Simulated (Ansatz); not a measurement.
## C3H5FO2: structure from calculated spectroscopic constants

These gas-phase data were calculated for one isomer of C3H5FO2 at B3LYP-D3(BJ)/def2-SVP (harmonic, unscaled wavenumbers; equilibrium rotational constants with average atomic masses):

- rotational constants: 9.586, 1.811, 1.553 GHz
- all wavenumbers above 1500 cm⁻¹: 3744, 3116, 3094, 3059, 3053, 1855

Candidates:

(1) `C[C@H](F)OC=O`, a singlet
(2) `O=C(O)CCF`, a singlet

Problem. Which structure fits?

Solution. Candidate (2). The band at 3744 cm⁻¹ lies where the O–H stretch is expected; (1) has no mode between 3300 and 4000 cm⁻¹.

The same quantities for all candidates:

```tsv
	rotational constants (GHz)	wavenumbers above 1500 cm⁻¹	E above the lowest, B3LYP-D3(BJ)/def2-SVP (kcal/mol)
(1)	7.104, 2.492, 2.134	3153, 3151, 3102, 3054, 3044, 1861	4.7
(2)	9.586, 1.811, 1.553	3744, 3116, 3094, 3059, 3053, 1855	0.0
```

Harmonic stretches to hydrogen usually lie a few per cent above observed fundamentals. Each candidate is one conformer. Programs: Ansatz 0.2.0.
